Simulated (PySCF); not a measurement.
Identify the unknown among the candidates.

All candidates are C6H5 (charge +1).

* 13C NMR: chemical shifts (computed TMS as zero) by class: 183.0 (1 C), 168.0 (1 C), 166.3 (1 C), 153.9 (1 C), 66.0 (1 C), 15.5 (1 C) ppm [GIAO PBE0/pcSseg-1]
* Rotational structure: rotational constants A, B, C: 10.196, 2.179, 1.816 GHz [PBE0-D3(BJ)/def2-SVP]
* Polarisability: 62.5 au [CAM-B3LYP/def2-SVPD]
* Couplings: largest of the computed one-bond spin–spin couplings (means over like bonds): 13C–1H +302.5, 13C–1H +268.2, 13C–13C +212.6, 13C–13C +153.2, 13C–1H +145.5 (×3), 13C–13C +52.1, 13C–13C +31.1, 13C–13C +27.9 Hz [B3LYP/pcJ-1, spin–dipole term left out]
* Valence photoelectron: vertical ionisation energy: 15.65 eV [ΔSCF CAM-B3LYP/def2-SVPD]
* UV, first state: lowest singlet excitation: 3.99 eV (311 nm, f = 0.000) [TDDFT CAM-B3LYP/def2-SVPD]
* 1H NMR: chemical shifts (computed TMS as zero) by class: 9.46 (1 H), 6.95 (1 H), 3.40 (3 H) ppm [GIAO PBE0/pcSseg-1]

Electronic properties: PySCF, gas phase, density fitting. Levels stand in brackets. Geometry: PBE0-D3(BJ)/def2-SVP; no solvent, vibrations or thermal averaging. Each NMR value is the plain mean over a class of atoms that symmetry, rotation or inversion makes alike.

Question: Which candidate is it?
A. `C#Cc1c[c+]1C`
B. `C#CC[c+]1cc1`
C. `CC#Cc1c[cH+]1`

Answer: A. It is `C#Cc1c[c+]1C`. Numbering: `[CH:1]#[C:2][c:3]1[cH:4][c+:5]1[CH3:6]`. 6 carbons fall into 6 classes; from least to most shielded: unsaturated ring carbon [C5] (183.0 ppm), unsaturated ring carbon [C3] (168.0 ppm), unsaturated ring CH carbon [C4] (166.3 ppm), terminal alkyne carbon [C1] (153.9 ppm), alkyne carbon [C2] (66.0 ppm), methyl carbon [C6] (15.5 ppm). Hydrogen classes from least to most shielded: 1 H on an unsaturated ring CH carbon, C4 (9.46 ppm), 1 H on a terminal alkyne carbon, C1 (6.95 ppm), 3 H on a methyl carbon, C6 (3.40 ppm, a mean of values up to 0.6 ppm apart in this geometry). The couplings run between: +302.5 Hz, terminal alkyne carbon [C1] and its hydrogen; +268.2 Hz, unsaturated ring CH carbon [C4] and its hydrogen; +212.6 Hz, terminal alkyne carbon [C1] and alkyne carbon [C2]; +153.2 Hz, alkyne carbon [C2] and unsaturated ring carbon [C3]; +145.5 Hz, methyl carbon [C6] and its hydrogen (with 2 like pairs); +52.1 Hz, unsaturated ring carbon [C5] and methyl carbon [C6]; +31.1 Hz, unsaturated ring carbon [C3] and unsaturated ring CH carbon [C4]; +27.9 Hz, unsaturated ring CH carbon [C4] and unsaturated ring carbon [C5]. S1 is mainly HOMO→LUMO (weight 0.98); the largest Löwdin shares of the orbital it empties are 0.40 on the terminal alkyne carbon, 0.37 on the alkyne carbon, 0.08 on an unsaturated ring carbon and 0.04 on an unsaturated ring carbon, of the orbital it fills 0.31 on an unsaturated ring carbon, 0.23 on the terminal alkyne carbon, 0.16 on the unsaturated ring CH carbon and 0.14 on the alkyne carbon. By its constants the optimised geometry is an asymmetric top.

The others, at the same levels:
- `CC#Cc1c[cH+]1` fails: it has 5 carbon classes against 6; its computed 13C shifts are 181.2 (1 C), 167.7 (2 C), 164.6 (1 C), 70.2 (1 C), 11.7 (1 C) ppm, 1H shifts are 9.65 (2 H), 3.34 (3 H) ppm and rotational constant A is 26.025 GHz (against 10.196 GHz).
- `C#CC[c+]1cc1` fails: its computed lowest singlet excitation is 4.68 eV (265 nm, f = 0.001) (against 3.99 eV), vertical ionisation energy is 14.78 eV (against 15.65 eV) and static isotropic polarisability is 56.5 au (against 62.5 au).

Each candidate is one conformer, not necessarily the lowest. Dipoles, sizes and rotational constants follow the conformer. The torsions of the flexible species, by atom-mapped SMILES:
- `[CH:1]#[C:2][CH2:3][c+:4]1[cH:5][cH:6]1`: C2–C3–C4–C5 85°
